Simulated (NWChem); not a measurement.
The numbers come from NWChem runs, not from measurements. System: formamide (CH$_{3}$NO), charge 0, spin multiplicity 1, at a geometry optimised with B3LYP/def2-SVP. Level: PBE/def2-TZVPP.

Job file:

```
start mol
memory heap 200 mb stack 900 mb global 1100 mb
geometry units angstroms nocenter noautoz
  N     -0.195007    -1.078773     0.000000
  C     -0.311513     0.276716     0.000000
  O      0.612100     1.058196     0.000000
  H      0.729372    -1.497024     0.000000
  H     -1.008869    -1.679870     0.000000
  H     -1.383168     0.602437     0.000000
  symmetry group Cs
end
basis spherical
  * library def2-tzvpp
end
dft
  xc xpbe96 cpbe96
  semidirect memsize 60000000 filesize 0
  iterations 100
end
task dft energy
```

NWChem printed:

```
             Northwest Computational Chemistry Package (NWChem) 7.3.0
             --------------------------------------------------------

                                NWChem Input Module
                                -------------------

 Scaling coordinates for geometry "geometry" by  1.889725989
 (inverse scale =  0.529177249)

 Turning off AUTOSYM since
 SYMMETRY directive was detected!

                             Geometry "geometry" -> ""
                             -------------------------

 Output coordinates in angstroms (scale by  1.889725989 to convert to a.u.)

  No.       Tag          Charge          X              Y              Z
 ---- ---------------- ---------- -------------- -------------- --------------
    1 N                    7.0000    -0.19500700    -1.07877300     0.00000000
    2 C                    6.0000    -0.31151300     0.27671600     0.00000000
    3 O                    8.0000     0.61210000     1.05819600     0.00000000
    4 H                    1.0000     0.72937200    -1.49702400     0.00000000
    5 H                    1.0000    -1.00886900    -1.67987000     0.00000000
    6 H                    1.0000    -1.38316800     0.60243700     0.00000000

 Effective nuclear repulsion energy (a.u.)      71.0854478934

            Nuclear Dipole moment (a.u.)
            ----------------------------
        X                 Y               Z
 ---------------- ---------------- ----------------
     0.0000151178    -0.0000075589     0.0000000000

      Symmetry information
      --------------------

 Group name             Cs
 Group number              2
 Group order               2
 No. of unique centers     6

      Symmetry unique atoms

     1    2    3    4    5    6


 Summary of "ao basis" -> "" (spherical)
 ------------------------------------------------------------------------------
       Tag                 Description            Shells   Functions and Types
 ---------------- ------------------------------  ------  ---------------------
 *                         def2-tzvpp                 on all atoms

  pbe96 is a nonlocal functional; adding pw91lda local functional.

                                 NWChem DFT Module
                                 -----------------

 Summary of "ao basis" -> "ao basis" (spherical)
 ------------------------------------------------------------------------------
       Tag                 Description            Shells   Functions and Types
 ---------------- ------------------------------  ------  ---------------------
 N                         def2-tzvpp               11       31   5s3p2d1f
 C                         def2-tzvpp               11       31   5s3p2d1f
 O                         def2-tzvpp               11       31   5s3p2d1f
 H                         def2-tzvpp                6       14   3s2p1d

 Summary of "ao basis" -> "ao basis" (spherical)
 ------------------------------------------------------------------------------
       Tag                 Description            Shells   Functions and Types
 ---------------- ------------------------------  ------  ---------------------
 N                         def2-tzvpp               11       31   5s3p2d1f
 C                         def2-tzvpp               11       31   5s3p2d1f
 O                         def2-tzvpp               11       31   5s3p2d1f
 H                         def2-tzvpp                6       14   3s2p1d

      Symmetry analysis of basis
      --------------------------

        a'         93
        a"         42

            General Information
            -------------------
          SCF calculation type: DFT
          Wavefunction type:  closed shell.
          No. of atoms     :     6
          No. of electrons :    24
           Alpha electrons :    12
            Beta electrons :    12
          Charge           :     0
          Spin multiplicity:     1
          Use of symmetry is: on ; symmetry adaption is: on
          Maximum number of iterations: 100
          AO basis - number of functions:   135
                     number of shells:    51
          Convergence on energy requested:  1.00D-06
          Convergence on density requested:  1.00D-05
          Convergence on gradient requested:  5.00D-04

              XC Information
              --------------
          PerdewBurkeErnzerhof Exchange Functional  1.000
            Perdew 1991 LDA Correlation Functional  1.000 local
           PerdewBurkeErnz. Correlation Functional  1.000 non-local

             Grid Information
             ----------------
          Grid used for XC integration:  medium
          Radial quadrature: Mura-Knowles
          Angular quadrature: Lebedev.
          Tag              B.-S. Rad. Rad. Pts. Rad. Cut. Ang. Pts.
          ---              ---------- --------- --------- ---------
          N                   0.65       49           8.0       434
          C                   0.70       49           8.0       434
          O                   0.60       49          10.0       434
          H                   0.35       45          10.0       434
          Grid pruning is: on
          Number of quadrature shells:   282
          Spatial weights used:  Erf1

          Convergence Information
          -----------------------
          Convergence aids based upon iterative change in
          total energy or number of iterations.
          Levelshifting, if invoked, occurs when the
          HOMO/LUMO gap drops below (HL_TOL):  1.00D-02
          DIIS, if invoked, will attempt to extrapolate
          using up to (NFOCK): 10 stored Fock matrices.

                    Damping( 0%)  Levelshifting(0.5)       DIIS
                  --------------- ------------------- ---------------
          dE  on:    start            ASAP                start
          dE off:    2 iters        100 iters           100 iters

      Screening Tolerance Information
      -------------------------------
          Density screening/tol_rho:  1.00D-10
          AO Gaussian exp screening on grid/accAOfunc:  14
          CD Gaussian exp screening on grid/accCDfunc:  20
          XC Gaussian exp screening on grid/accXCfunc:  20
          Schwarz screening/accCoul:  1.00D-08

      Superposition of Atomic Density Guess
      -------------------------------------

 Sum of atomic energies:        -168.26661487

      Non-variational initial energy
      ------------------------------

 Total energy =    -169.685277
 1-e energy   =    -369.155806
 2-e energy   =     128.385081
 HOMO         =      -0.367703
 LUMO         =       0.032805

      Symmetry analysis of molecular orbitals - initial
      -------------------------------------------------

  Numbering of irreducible representations:

     1 a'          2 a"

  Orbital symmetries:

     1 a'          2 a'          3 a'          4 a'          5 a'
     6 a'          7 a'          8 a'          9 a"         10 a'
    11 a'         12 a"         13 a"         14 a'         15 a'
    16 a'         17 a'         18 a'         19 a"         20 a'
    21 a'         22 a'

------------------------------------------------------------
EAF file 0: "./mol.aoints.0" size=524288 bytes
------------------------------------------------------------
               write      read    awrite     aread      wait
               -----      ----    ------     -----      ----
     calls:        1         0         0         0         0
   data(b): 5.24e+05  0.00e+00  0.00e+00  0.00e+00
   time(s): 0.00e+00  0.00e+00  0.00e+00  0.00e+00  0.00e+00
rate(mb/s): 0.00e+00  0.00e+00
------------------------------------------------------------

   convergence    iter        energy       DeltaE   RMS-Dens  Diis-err    time
 ---------------- ----- ----------------- --------- --------- ---------  ------
 d= 0,ls=0.0,diis     1   -169.6559765031 -2.41D+02  3.03D-02  1.25D+00     2.0
 d= 0,ls=0.0,diis     2   -168.6828797165  9.73D-01  2.49D-02  1.02D+01     2.4
 d= 0,ls=0.0,diis     3   -169.7567062197 -1.07D+00  3.06D-03  2.22D-01     2.7
 d= 0,ls=0.0,diis     4   -169.7631007418 -6.39D-03  1.27D-03  1.54D-01     3.0
 d= 0,ls=0.0,diis     5   -169.7790849424 -1.60D-02  2.47D-04  2.66D-03     3.4
  Resetting Diis
 d= 0,ls=0.0,diis     6   -169.7793229891 -2.38D-04  1.25D-04  3.40D-04     3.7
 d= 0,ls=0.0,diis     7   -169.7793610517 -3.81D-05  7.64D-05  1.51D-05     4.1
 d= 0,ls=0.0,diis     8   -169.7793522989  8.75D-06  5.16D-05  1.01D-04     4.4
 d= 0,ls=0.0,diis     9   -169.7793627267 -1.04D-05  6.25D-06  3.47D-06     4.7
 d= 0,ls=0.0,diis    10   -169.7793630504 -3.24D-07  1.44D-06  2.24D-07     5.1

         Total DFT energy =     -169.779363050404
      One electron energy =     -371.667377653997
           Coulomb energy =      152.646702777089
    Exchange-Corr. energy =      -21.844136066920
 Nuclear repulsion energy =       71.085447893423

 Numeric. integr. density =       23.999999936781

     Total iterative time =      4.8s

                  Occupations of the irreducible representations
                  ----------------------------------------------

                     irrep           alpha         beta
                     --------     --------     --------
                     a'               10.0         10.0
                     a"                2.0          2.0

                       DFT Final Molecular Orbital Analysis
                       ------------------------------------

 Vector   10  Occ=2.000000D+00  E=-3.676424D-01  Symmetry=a'
              MO Center=  3.9D-01,  8.4D-01, -9.7D-14, r^2= 1.5D+00
   Bfn.  Coefficient  Atom+Function         Bfn.  Coefficient  Atom+Function
  ----- ------------  ---------------      ----- ------------  ---------------
    69      0.278132  3 O  py                68      0.245570  3 O  px
    37     -0.238359  2 C  px                66      0.221354  3 O  s
    72      0.204724  3 O  py                71      0.174377  3 O  px
    67      0.152913  3 O  s                 40     -0.149350  2 C  px
    65      0.127247  3 O  s                 75      0.122745  3 O  py

 Vector   11  Occ=2.000000D+00  E=-2.473841D-01  Symmetry=a"
              MO Center=  1.0D-01, -2.4D-01,  1.4D-15, r^2= 2.0D+00
   Bfn.  Coefficient  Atom+Function         Bfn.  Coefficient  Atom+Function
  ----- ------------  ---------------      ----- ------------  ---------------
     8      0.353123  1 N  pz                70     -0.308759  3 O  pz
    11      0.296563  1 N  pz                14      0.272482  1 N  pz
    73     -0.250097  3 O  pz                76     -0.179480  3 O  pz
    52     -0.035644  2 C  d -1              39     -0.032456  2 C  pz
    45     -0.030486  2 C  pz                42     -0.027586  2 C  pz

 Vector   12  Occ=2.000000D+00  E=-2.195699D-01  Symmetry=a'
              MO Center=  2.8D-01,  8.0D-01, -3.4D-16, r^2= 1.5D+00
   Bfn.  Coefficient  Atom+Function         Bfn.  Coefficient  Atom+Function
  ----- ------------  ---------------      ----- ------------  ---------------
     5      0.323211  1 N  s                 69      0.324007  3 O  py
    68     -0.295804  3 O  px                72      0.265096  3 O  py
    71     -0.238135  3 O  px               124     -0.233871  6 H  s
    75      0.188491  3 O  py                74     -0.170316  3 O  px
     4      0.137785  1 N  s                123     -0.124527  6 H  s

 Vector   13  Occ=0.000000D+00  E=-2.243216D-02  Symmetry=a"
              MO Center= -1.5D-01,  2.7D-01,  1.2D-13, r^2= 1.8D+00
   Bfn.  Coefficient  Atom+Function         Bfn.  Coefficient  Atom+Function
  ----- ------------  ---------------      ----- ------------  ---------------
    45      0.505079  2 C  pz                42      0.401567  2 C  pz
    39      0.382829  2 C  pz                76     -0.368902  3 O  pz
    14     -0.343224  1 N  pz                70     -0.293089  3 O  pz
    73     -0.226800  3 O  pz                 8     -0.201584  1 N  pz
    11     -0.157982  1 N  pz               130      0.045982  6 H  pz

 Vector   14  Occ=0.000000D+00  E= 3.353606D-03  Symmetry=a'
              MO Center= -6.3D-01, -1.8D+00, -1.3D-13, r^2= 4.0D+00
   Bfn.  Coefficient  Atom+Function         Bfn.  Coefficient  Atom+Function
  ----- ------------  ---------------      ----- ------------  ---------------
     5      1.852110  1 N  s                110     -1.522796  5 H  s
    96     -0.868089  4 H  s                 13     -0.344853  1 N  py
   124     -0.231243  6 H  s                  3      0.193847  1 N  s
   109     -0.193843  5 H  s                  4      0.186669  1 N  s
    67      0.179398  3 O  s                 75     -0.151784  3 O  py

 Vector   15  Occ=0.000000D+00  E= 3.624139D-02  Symmetry=a'
              MO Center= -3.6D-01, -7.6D-01,  1.2D-14, r^2= 5.9D+00
   Bfn.  Coefficient  Atom+Function         Bfn.  Coefficient  Atom+Function
  ----- ------------  ---------------      ----- ------------  ---------------
    96      1.581475  4 H  s                124     -1.546306  6 H  s
    36      1.062428  2 C  s                110     -0.900258  5 H  s
    12     -0.779663  1 N  px                 5     -0.605783  1 N  s
    35      0.428931  2 C  s                 43     -0.424027  2 C  px
    95      0.229978  4 H  s                  9     -0.221406  1 N  px

 center of mass
 --------------
 x =   0.06908721 y =   0.10684900 z =   0.00000000

 moments of inertia (a.u.)
 ------------------
         144.450300734756         -42.661316042107           0.000000000000
         -42.661316042107          39.708881809019           0.000000000000
           0.000000000000           0.000000000000         184.159182543776

     Multipole analysis of the density
     ---------------------------------

     L   x y z        total         alpha         beta         nuclear
     -   - - -        -----         -----         ----         -------
     0   0 0 0     -0.000000    -12.000000    -12.000000     24.000000

     1   1 0 0     -0.725584     -0.362799     -0.362799      0.000015
     1   0 1 0     -1.312073     -0.656033     -0.656033     -0.000008
     1   0 0 1     -0.000000     -0.000000     -0.000000      0.000000

     2   2 0 0    -12.348460    -19.224187    -19.224187     26.099914
     2   1 1 0     -1.166516    -11.129965    -11.129965     21.093413
     2   1 0 1     -0.000000     -0.000000     -0.000000      0.000000
     2   0 2 0    -12.523101    -47.310745    -47.310745     82.098388
     2   0 1 1      0.000000      0.000000      0.000000      0.000000
     2   0 0 2    -14.084066     -7.042033     -7.042033      0.000000

 Task  times  cpu:        5.1s     wall:        5.1s

 Total times  cpu:        5.1s     wall:        5.1s
```
